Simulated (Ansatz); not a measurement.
# C₃H₂S: state-averaged CASSCF

Computed with Ansatz's Gaussian-basis code (development build). State-averaged CASSCF with equal weights; occupations are averaged over the states; levels count from the state that is lowest in CASSCF. CASSCF levels without dynamic correlation can be off by over 1 eV. Solutions may break the symmetry of the shape. Lower solutions, or ones in other orbitals, may exist.

Geometry:

```xyz
6

C     0.0000    0.0000   -0.1952
C     0.0000    0.6696   -1.4557
C     0.0000   -0.6696   -1.4557
S     0.0000    0.0000    1.4196
H     0.0000    1.5825   -2.0369
H     0.0000   -1.5825   -2.0369
```

Basis cc-pVTZ on C/H, cc-pV(T+d)Z on S, nonrelativistic, 8 orbitals frozen in the corrections; active space CAS(6,5). Averaged: 3 triplets.

(1) Give the levels in order.

Same geometry.

Basis cc-pVTZ on C/H, cc-pV(T+d)Z on S, nonrelativistic, 8 orbitals frozen in the corrections; active space CAS(6,5). Averaged: 1 triplet, 1 quintet.

(2) Give the levels in order, with their spins.

Geometry:

```json
{"atom": "C", "x (Å)": "0.0000", "y (Å)": "-0.3585", "z (Å)": "-0.5568"}
{"atom": "S", "x (Å)": "0.0000", "y (Å)": "-1.2772", "z (Å)": "0.7897"}
{"atom": "C", "x (Å)": "0.0000", "y (Å)": "1.0623", "z (Å)": "-0.5660"}
{"atom": "C", "x (Å)": "0.0000", "y (Å)": "2.2837", "z (Å)": "-0.6221"}
{"atom": "H", "x (Å)": "0.0000", "y (Å)": "-0.8405", "z (Å)": "-1.5373"}
{"atom": "H", "x (Å)": "0.0000", "y (Å)": "3.3510", "z (Å)": "-0.6288"}
```

Basis cc-pVTZ on C/H, cc-pV(T+d)Z on S, nonrelativistic, 8 orbitals frozen in the corrections; active space CAS(8,7). Averaged: 3 singlets.

(3) Give the levels in order.

## Answers

(1) 

| state | CASSCF (eV) |
| --- | --- |
| triplet | 0.000 |
| triplet | 0.177 |
| triplet | 0.466 |

Occupations: 1.93, 1.63, 1.33, 0.70, 0.41.

(2) 

| state | CASSCF (eV) |
| --- | --- |
| triplet | 0.000 |
| quintet | 4.766 |

Occupations: 2.00, 1.46, 1.00, 0.99, 0.55.

(3) 

```tsv
state	CASSCF (eV)
singlet	0.000
singlet	2.118
singlet	5.480
```

Occupations: 1.95, 1.86, 1.67, 1.62, 0.78, 0.07, 0.05.
